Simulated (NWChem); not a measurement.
The numbers come from NWChem runs, not from measurements. System: BCl3, charge 0, spin multiplicity 1, at a geometry optimised with PBE0/def2-SVP. The structure started from a generated list of species. Level: MP2/pcseg-1, 16 core orbitals frozen.

Job file:

```
start mol
memory heap 200 mb stack 900 mb global 1100 mb
geometry units angstroms nocenter noautoz
  B      0.000000     0.000000     0.000000
  Cl     0.000000     0.000000     1.742063
  Cl     1.508667     0.000000    -0.871031
  Cl    -1.508667     0.000000    -0.871031
  symmetry group C2v
end
basis spherical
  * library pcseg-1
end
scf
  rhf
  nopen 0
  maxiter 100
  thresh 1e-7
  semidirect memsize 60000000 filesize 0
end
mp2
  freeze core 16
end
task mp2 energy
```

NWChem printed:

```
             Northwest Computational Chemistry Package (NWChem) 7.3.0
             --------------------------------------------------------

                                NWChem Input Module
                                -------------------

 Scaling coordinates for geometry "geometry" by  1.889725989
 (inverse scale =  0.529177249)

 Turning off AUTOSYM since
 SYMMETRY directive was detected!

                             Geometry "geometry" -> ""
                             -------------------------

 Output coordinates in angstroms (scale by  1.889725989 to convert to a.u.)

  No.       Tag          Charge          X              Y              Z
 ---- ---------------- ---------- -------------- -------------- --------------
    1 B                    5.0000     0.00000000     0.00000000     0.00000000
    2 Cl                  17.0000     0.00000000     0.00000000     1.74206300
    3 Cl                  17.0000     1.50866700     0.00000000    -0.87103100
    4 Cl                  17.0000    -1.50866700     0.00000000    -0.87103100

 Effective nuclear repulsion energy (a.u.)     229.5135857618

            Nuclear Dipole moment (a.u.)
            ----------------------------
        X                 Y               Z
 ---------------- ---------------- ----------------
     0.0000000000     0.0000000000     0.0000321253

      Symmetry information
      --------------------

 Group name             C2v
 Group number             16
 Group order               4
 No. of unique centers     3

      Symmetry unique atoms

     1    2    3


 Summary of "ao basis" -> "" (spherical)
 ------------------------------------------------------------------------------
       Tag                 Description            Shells   Functions and Types
 ---------------- ------------------------------  ------  ---------------------
 *                          pcseg-1                   on all atoms

 Summary of "ao basis" -> "ao basis" (spherical)
 ------------------------------------------------------------------------------
       Tag                 Description            Shells   Functions and Types
[...]
     1   1 0 0      0.000000      0.000000      0.000000
     1   0 1 0      0.000000      0.000000      0.000000
     1   0 0 1     -0.000007      0.000000      0.000032

     2   2 0 0    -34.165174      0.000000    276.352483
     2   1 1 0     -0.000000      0.000000      0.000000
     2   1 0 1     -0.000000      0.000000      0.000000
     2   0 2 0    -32.163308      0.000000      0.000000
     2   0 1 1     -0.000000      0.000000      0.000000
     2   0 0 2    -34.165195      0.000000    276.353774

                   NWChem MP2 Semi-direct Energy/Gradient Module
                   ---------------------------------------------

  Basis functions       =     68
  Molecular orbitals    =     68
  Frozen core           =     16
  Frozen virtuals       =      0
  Active alpha occupied =     12
  Active beta occupied  =     12
  Active alpha virtual  =     40
  Active beta virtual   =     40
  Use MO symmetry       = T
  Use skeleton AO sym   = T

  AO/Fock/Back tols     =   1.0D-09  1.0D-09  1.0D-09

 GA uses MA = F    GA memory limited = T

 Available:
  local mem=  1.26D+08
 global mem=  1.44D+08
 local disk=  0.00D+00
  mp2_memr nvloc                    40
  nvloc new                    40
   1 passes of  12:        3145728                      21672                   3709359.
   1 passes of  12: M    126151546           G      144169952           F     123005818.

 Semi-direct pass number   1 of   1  for RHF alpha+beta  at        1.2s
  vrange nnbf                  2268
  mp2_eaftype                    14  avail_ma_in_mb                  1099
 EAF : mp2_eaftype filesize          14    1854680.
  mp2_eaf for mointskh                     14
Node 0 wrote      8.7 Mb in      0.0 s     Agg I/O rate:  1328.4 Mb/s
 Done moints_semi at        2.4s
  mp2_eaftype                    14  avail_ma_in_mb                  1085
 EAF : mp2_eaftype filesize          14    1854680.
  mp2_eaf for kh                    14
 Done maket at        2.4s
 Done multipass loop at        2.4s

          -------------------------------------------
          SCF energy               -1403.196219565404
          Correlation energy          -0.470901255345
          Singlet pairs               -0.274558039763
          Triplet pairs               -0.196343215582
          Total MP2 energy         -1403.667120820749
          -------------------------------------------

          ---------------------------------------------------
                    Spin Component Scaled (SCS) MP2
          Same spin pairs                     -0.130895477055
          Same spin scaling factor             0.333333333333
          Opposite spin pairs                 -0.340005778291
          Opposite spin scaling fact.          1.200000000000
          SCS-MP2 correlation energy          -0.451638759634
          Total SCS-MP2 energy             -1403.647858325037
          ---------------------------------------------------

 -----------------------
 Performance information
 -----------------------

 Timer overhead =  1.59D-07 seconds/call

               Nr. of calls         CPU time (s)                 Wall time (s)                GFlops
             ---------------    -------------------     ------------------------------   -------------------
Name         Min   Avg   Max    Min     Avg     Max     Min     Avg     Max   Mx/calls   Min     Max     Sum
mp2: moin     1     1     1    1.2     1.2     1.2      1.2     1.2     1.2     1.2      0.0     0.0     0.0
mp2: make     1     1     1   3.69E-2 3.69E-2 3.69E-2  3.69E-2 3.69E-2 3.69E-2 3.69E-2   0.0     0.0     0.0
mp2: tota     1     1     1    1.3     1.3     1.3      1.3     1.3     1.3     1.3      0.0     0.0     0.0

 The average no. of pstat calls per process was 3.00D+00
 with a timing overhead of 4.78D-07s

 Task  times  cpu:        2.4s     wall:        2.4s

 Total times  cpu:        2.5s     wall:        2.5s
```
